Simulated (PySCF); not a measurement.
# Ionisation energy of Cl by level of theory

Cl [Ne] 3s2 3p5 (2P) → Cl⁺ [Ne] 3s2 3p4 (3P), as a difference of total energies. All numbers are calculated (PySCF 2.14, the spin-free X2C one-electron Hamiltonian (Gaussian nucleus), in aug-cc-pCVTZ-DK with one added diffuse shell each of s, p, d, f type (9s8p6d4f, 91 functions)). Correlated levels: valence: [Ne] frozen; valence and next inner shell: 1s2 frozen; nothing frozen. The calculations carry no spin-orbit coupling.

```csv
method,ionisation energy (eV)
UHF,11.751
LDA,13.190
PBE,12.962
PBE0,12.943
r2SCAN,12.990
HSE06,12.941
PW91,13.026
CAM-B3LYP,13.057
B97-3,13.014
MP2 (valence),12.754
SCS-MP2 (valence),12.754
MP2 (valence and next inner shell),12.771
SCS-MP2 (valence and next inner shell),12.766
MP2 (all electrons),12.772
SCS-MP2 (all electrons),12.767
```

Problem. How much does correlation contribute at MP2 (all electrons)?

Solution. 12.772 − (11.751) = 1.021 eV, measured against UHF.

Errors of the correlated levels include the incompleteness of this basis and the frozen core.

For comparison: 12.974 eV (measured; NIST levels, between the centres of gravity of the two terms).
